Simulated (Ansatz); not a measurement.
**SiO− (quartet): wave-function methods side by side, aug-cc-pVTZ**

An exercise on one series of results from a longer session: the logs are not shown, and one member is left open.

Program: Ansatz 0.2.0, Gaussian basis. Level of theory: aug-cc-pVTZ, core rule «outside noble gas», up to 6 orbitals frozen. These are calculated values, not measurements.

Plan: UHF; CCSD(T) on ROHF; CCSD(T) on UHF; BCCD(T) on ROHF; CCSDT(Q) on ROHF; CCSDT(Q) on UHF; CASSCF and MRCISD+Q, 11 electrons in 8 orbitals; CASSCF and NEVPT2, 11 electrons in 8 orbitals.

4 further runs of the same task are left out: 4 set aside as unsound or not needed.

## The system

The geometry is a PBE0/def2-TZVPD stationary point (not a proven minimum) of the parent state, kept for this charge and spin.

2 atoms, charge -1, spin multiplicity 4.

Atoms are counted from 1 here; the program's logs count them from 0.

Bond lengths: Si1–O2 1.561 Å.

The first run:

Contents of in.yaml:

```yaml
crystal:
  periodic: [false, false, false]
  atoms:
    - {symbol: Si, position_ang: [0.000000, 0.000000, 0.000000]}
    - {symbol: O, position_ang: [0.000000, 0.000000, 1.560700]}
basis:
  gaussian: {orbitals: aug-cc-pVTZ}
total_charge: -1
magnetization: {spin_polarized: true, initial_magnetization: 3}
hamiltonian: {xc: hf}
output: {orbitals: {seedname: orbitals}}
```

On the command line:

```sh
$ ansatz run in.yaml --threads 1 --pin off --events-out ev --progress --plain --max-ram 2816MiB --backend cpu
```

Among the steps run: UHF; CCSD(T) on ROHF; CCSD(T) on UHF; BCCD(T) on ROHF; CCSDT(Q) on ROHF; CCSDT(Q) on UHF; CASSCF and MRCISD+Q, 11 electrons in 8 orbitals; CASSCF and NEVPT2, 11 electrons in 8 orbitals.

One of the session's tables, all rows but one given; the rest of the session is left out.

| method | from UCCSDT(Q) (meV) |
| --- | --- |
| ROHF | ? |
| UHF | +9393.0 |
| RMP2 | +664.4 |
| UMP2 | +674.9 |
| RCCSD | +558.5 |
| UCCSD | +546.2 |
| RCCSD(T) | +59.1 |
| UCCSD(T) | +62.4 |
| BCCD(T) | +61.7 |
| RCCSDT | +38.7 |
| UCCSDT | +38.5 |
| RCCSDT(Q) | +18.4 |
| UCCSDT(Q) | 0 |
| CASSCF valence | +8703.1 |
| NEVPT2 valence | +1486.2 |
| MRCISD valence | +1009.4 |
| MRCISD+Q valence | +299.4 |

**Question.** Estimate the row for ROHF.

The run gave: from UCCSDT(Q) (meV): +9530.5. In the column «from UCCSDT(Q) (meV)» it is the highest.

Among the levels timed on like hardware and quicker than the yardstick, those that no quicker one beats, quickest first: NEVPT2 valence (3.1 s, +1486.2 meV); MRCISD+Q valence (3.4 s, +299.4 meV); RCCSD(T) (8 s, +59.1 meV); RCCSDT(Q) (22 s, +18.4 meV).

Limits of these values: Of the multireference levels listed MRCISD+Q valence comes nearest in total energy (+299.4 meV), which doesn't show that its space is the better one. Restricted and unrestricted rows rest on different reference determinants; where their highest levels disagree by more than a few hundredths of an eV, they describe different states and don't form one ladder.
